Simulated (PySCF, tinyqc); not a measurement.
Inside a calculation. Method: RHF in the sto-3g basis, for HF, spin multiplicity 1. The lowest restricted solution is unstable here: a spin-polarised one lies 0.0760 hartree lower (PySCF). One step of it, computed by the program tinyqc.

Problem. Iteration 2: building the Fock matrix. J_ij = sum D_kl (ij|kl), K_ij = sum D_kl (ik|jl); F = H + J - 0.5 K; E = tr D H + tr D J / 2 - 0.25 tr D K + E_nn.

D after iteration 1, lower triangle:
```
            1F 1s      1F 2s    1F 2px    1F 2py    1F 2pz     2H 1s
1F 1s    2.146315
1F 2s   -0.506730   2.129520
1F 2px   0.000000   0.000000  1.746005
1F 2py   0.000000   0.000000  0.000000  1.746005
1F 2pz   0.012688  -0.063454  0.000000  0.000000  1.580378
2H 1s   -0.015479   0.055499  0.000000  0.000000  0.310703  0.792417
```

core Hamiltonian H = T + V (hartree), lower triangle:
```
             1F 1s       1F 2s     1F 2px     1F 2py     1F 2pz      2H 1s
1F 1s   -40.363785
1F 2s    -9.470293  -10.841976
1F 2px    0.000000    0.000000  -8.530578
1F 2py    0.000000    0.000000   0.000000  -8.530578
1F 2pz   -0.005189   -0.064916   0.000000   0.000000  -8.557518
2H 1s    -0.447421   -1.165683   0.000000   0.000000  -0.886520  -3.506193
```

Two-electron integrals (ij|kl) in chemists' order, unique and non-zero (hartree):
```
(11|11) 5.403501   (21|11) 0.841920   (21|21) 0.156299   (22|11) 1.268028
(22|21) 0.292344   (22|22) 0.926167   (31|31) 0.027998   (32|31) 0.043169
(32|32) 0.204588   (33|11) 1.264502   (33|21) 0.292403   (33|22) 0.925959
(33|33) 0.997514   (41|41) 0.027998   (42|41) 0.043169   (42|42) 0.204588
(43|43) 0.053770   (44|11) 1.264502   (44|21) 0.292403   (44|22) 0.925959
(44|33) 0.889973   (44|44) 0.997514   (51|51) 0.027998   (52|51) 0.043169
(52|52) 0.204588   (53|53) 0.053770   (54|54) 0.053770   (55|11) 1.264502
(55|21) 0.292403   (55|22) 0.925959   (55|33) 0.889973   (55|44) 0.889973
(55|55) 0.997514   (61|11) 0.039915   (61|21) 0.007352   (61|22) 0.013681
(61|33) 0.013665   (61|44) 0.013665   (61|51) 0.000272   (61|52) 0.000517
(61|55) 0.013715   (61|61) 0.000349   (62|11) 0.118533   (62|21) 0.027771
(62|22) 0.100543   (62|33) 0.099104   (62|44) 0.099104   (62|51) 0.001826
(62|52) 0.015463   (62|55) 0.103320   (62|61) 0.001324   (62|62) 0.014491
(63|31) 0.002692   (63|32) 0.016828   (63|53) 0.003129   (63|63) 0.002019
(64|41) 0.002692   (64|42) 0.016828   (64|54) 0.003129   (64|64) 0.002019
(65|11) 0.088930   (65|21) 0.021081   (65|22) 0.081944   (65|33) 0.078770
(65|44) 0.078770   (65|51) 0.003821   (65|52) 0.028031   (65|55) 0.088201
(65|61) 0.001036   (65|62) 0.014589   (65|65) 0.016623   (66|11) 0.337699
(66|21) 0.080348   (66|22) 0.336172   (66|33) 0.328340   (66|44) 0.328340
(66|51) 0.005051   (66|52) 0.061685   (66|55) 0.351707   (66|61) 0.003831
(66|62) 0.067965   (66|65) 0.081000   (66|66) 0.774606
```

nuclear repulsion = 3.04903643 hartree

Give: Coulomb J; exchange K; Fock matrix F; total energy of this density.

Solution.

Coulomb J (hartree), lower triangle:
```
         1F 1s  1F 2s  1F 2px  1F 2py  1F 2pz  2H 1s
1F 1s   20.193
1F 2s    3.834  9.422
1F 2px   0.000  0.000   9.411
1F 2py   0.000  0.000   0.000   9.411
1F 2pz   0.002  0.043   0.000   0.000   9.418
2H 1s    0.181  1.012   0.000   0.000   0.831  3.726
```

exchange K (hartree), lower triangle:
```
         1F 1s   1F 2s  1F 2px  1F 2py  1F 2pz  2H 1s
1F 1s   11.219
1F 2s    1.929   3.081
1F 2px   0.000   0.000   2.378
1F 2py   0.000   0.000   0.000   2.378
1F 2pz   0.001  -0.010   0.000   0.000   2.287
2H 1s    0.100   0.402   0.000   0.000   0.357  0.733
```

Fock matrix F (hartree), lower triangle:
```
          1F 1s   1F 2s  1F 2px  1F 2py  1F 2pz   2H 1s
1F 1s   -25.780
1F 2s    -6.601  -2.960
1F 2px    0.000   0.000  -0.308
1F 2py    0.000   0.000   0.000  -0.308
1F 2pz   -0.004  -0.017   0.000   0.000  -0.283
2H 1s    -0.317  -0.354   0.000   0.000  -0.234  -0.147
```

total energy of this density = -98.76677 hartree

This density is a damped mixture and is not idempotent, and it still holds part of the atomic start, so its energy may lie below the converged one.
